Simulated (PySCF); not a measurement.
**PS⁺: from constants to spectrum**

RHF-CCSD(T) constants of PS⁺, ¹Σ⁺ (singlet), closed shell (P def2-SVP, S def2-SVP; no relativity (PySCF 2.14); masses 30.9738 and 31.9721 u):

| Item | Value |
| --- | --- |
| ωe | 826.4 cm⁻¹ |
| ωexe | 3.31 cm⁻¹ |
| Be | 0.31045 cm⁻¹ |
| αe | 0.00155 cm⁻¹ |
| D (centrifugal) | 1.75e-07 cm⁻¹ |
| De to P + S⁺ | 5.68 eV |

**Question.** Give the band origin of the fundamental and the first lines of its P and R branches.

**Answer.** ν0 = ωe − 2ωexe = 819.8 cm⁻¹, B0 = 0.30967, B1 = 0.30812 cm⁻¹.

```csv
J″,P(J″) − ν0,R(J″) − ν0
0,,0.616
1,-0.619,1.229
2,-1.242,1.839
3,-1.867,2.446
4,-2.496,3.050
5,-3.128,3.651
6,-3.762,4.248
```

**Question.** Near which J would the R branch turn back, without centrifugal distortion?

**Answer.** At J ≈ (B0 + B1)/(2(B0 − B1)) − 1 ≈ 200.

Correlated steps freeze 10 core orbitals. Correlated levels converge slowly with the basis: in double zeta they bind strong bonds too weakly, by up to about 1 eV, and carry superposition errors of some tenths. For an ion De counts to the pair picked by the measured ionisation energies or electron affinities, which need not be the lowest pair at this level. Where the molecule has an RHF reference, its open-shell atoms are computed with UHF. The CCSD T1 diagnostic is raised, a sign that a single reference may not be enough here.
